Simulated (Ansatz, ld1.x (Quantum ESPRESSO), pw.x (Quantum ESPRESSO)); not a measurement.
# What a changed setting does to a pw.x run (bcc Cu)

Potential: PAW, ld1.x (Quantum ESPRESSO) 7.5, LDA (PW92); core [Ar], reference 3d10 4s1 4p0; waves: 4s (bound): rcut 1.65, rcutus 2.20 bohr; 4s channel at 5 Ry: rcut 1.65, rcutus 2.20 bohr; 4p (bound, empty): rcut 2.10, rcutus 2.70 bohr; 4p channel at 2.15 Ry: rcut 2.10, rcutus 2.70 bohr; 3d (bound): rcut 1.40, rcutus 1.50 bohr; 3d channel at 1.95 Ry: rcut 1.40, rcutus 1.50 bohr; local part: all-electron potential smoothed inside 1.25 bohr (lloc = -2); core correction: Bessel-smoothed model core inside 1.35 bohr; augmentation: BESSEL, radius 1.40 bohr.

The reference run (k-mesh 16³, cutoffs 100/800 Ry, Fermi–Dirac 0.01 Ry, mixing_beta 0.4, conv_thr 1e-9, no spin) gives -1.19 GPa at 10.940 Å³/atom, where all-electron LAPW gives -0.14 GPa. This run, with its own iteration cap, changes degauss to 0.005.

```
&control
  calculation='scf', prefix='x', pseudo_dir='./', outdir='./tmp', tstress=.true., disk_io='none'
/
&system
  ibrav=0, nat=1, ntyp=1, ecutwfc=100, ecutrho=800, nbnd=13,
  occupations='smearing', smearing='fd', degauss=0.005
/
&electrons
  conv_thr=1e-09, mixing_beta=0.4, electron_maxstep=70
/
ATOMIC_SPECIES
Cu 1.0 Cu.UPF
CELL_PARAMETERS angstrom
  -1.39846771 1.39846771 1.39846771
  1.39846771 -1.39846771 1.39846771
  1.39846771 1.39846771 -1.39846771
ATOMIC_POSITIONS crystal
Cu 0.0000 0.0000 0.0000
K_POINTS automatic
16 16 16 0 0 0
```

```bash
pw.x < Cu.scf.in > Cu.scf.out
```

**Question.** How does the run end?

**Answer.** It converges in 12 iterations; the free energy moves by +9.0 meV/atom and the pressure by -0.02 GPa. In a metal, with Fermi–Dirac smearing, F lies below its zero-width value by a term in the square of the width.

```
Message from routine setup:
     using ibrav=0 with symmetry is DISCOURAGED, use correct ibrav instead
     lattice parameter (alat)  =       4.5773  a.u.
     unit-cell volume          =      73.8268 (a.u.)^3
     number of electrons       =        11.00
     number of Kohn-Sham states=           13
     kinetic-energy cutoff     =     100.0000  Ry
     charge density cutoff     =     800.0000  Ry
     scf convergence threshold =      1.0E-09
     Exchange-correlation= SLA  PW   NOGX NOGC
     number of k points=   145  Fermi-Dirac smearing, width (Ry)=  0.0050
     iteration #  1     ecut=   100.00 Ry     beta= 0.40
     total energy              =    -208.00085166 Ry
     estimated scf accuracy    <       0.34600543 Ry
     iteration #  2     ecut=   100.00 Ry     beta= 0.40
     total energy              =    -208.08833215 Ry
     estimated scf accuracy    <       0.05850660 Ry
     iteration #  3     ecut=   100.00 Ry     beta= 0.40
     total energy              =    -208.11176833 Ry
     estimated scf accuracy    <       0.00283248 Ry
     iteration #  4     ecut=   100.00 Ry     beta= 0.40
     total energy              =    -208.11190066 Ry
     estimated scf accuracy    <       0.00243643 Ry
     iteration #  5     ecut=   100.00 Ry     beta= 0.40
     total energy              =    -208.11243197 Ry
     estimated scf accuracy    <       0.00005940 Ry
     iteration #  6     ecut=   100.00 Ry     beta= 0.40
     c_bands:  1 eigenvalues not converged
     total energy              =    -208.11248352 Ry
     estimated scf accuracy    <       0.00000325 Ry
     iteration #  7     ecut=   100.00 Ry     beta= 0.40
     total energy              =    -208.11248332 Ry
     estimated scf accuracy    <       0.00000210 Ry
     iteration #  8     ecut=   100.00 Ry     beta= 0.40
     total energy              =    -208.11248388 Ry
     estimated scf accuracy    <       0.00000005 Ry
     iteration #  9     ecut=   100.00 Ry     beta= 0.40
     total energy              =    -208.11248397 Ry
     estimated scf accuracy    <       0.00000002 Ry
     iteration # 10     ecut=   100.00 Ry     beta= 0.40
     total energy              =    -208.11248395 Ry
     estimated scf accuracy    <       0.00000002 Ry
     iteration # 11     ecut=   100.00 Ry     beta= 0.40
     total energy              =    -208.11248395 Ry
     estimated scf accuracy    <          3.2E-09 Ry
     iteration # 12     ecut=   100.00 Ry     beta= 0.40
     the Fermi energy is    14.4151 ev
!    total energy              =    -208.11248395 Ry
     estimated scf accuracy    <          1.8E-10 Ry
     smearing contrib. (-TS)   =      -0.00054697 Ry
     The total energy is F=E-TS. E is the sum of the following terms:
     one-electron contribution =     -25.74176779 Ry
     hartree contribution      =      22.60951624 Ry
     xc contribution           =     -27.95922630 Ry
     ewald contribution        =     -83.31323152 Ry
     one-center paw contrib.   =     -93.70722760 Ry
     convergence has been achieved in  12 iterations
          total   stress  (Ry/bohr**3)                   (kbar)     P=      -12.13
     Message from routine punch:
     Nothing written, as per user request (disk_io='none')
```

The run took about 40 s on one core of a shared host (Neoverse-V2, 96 threads, 742 GiB, load 83).
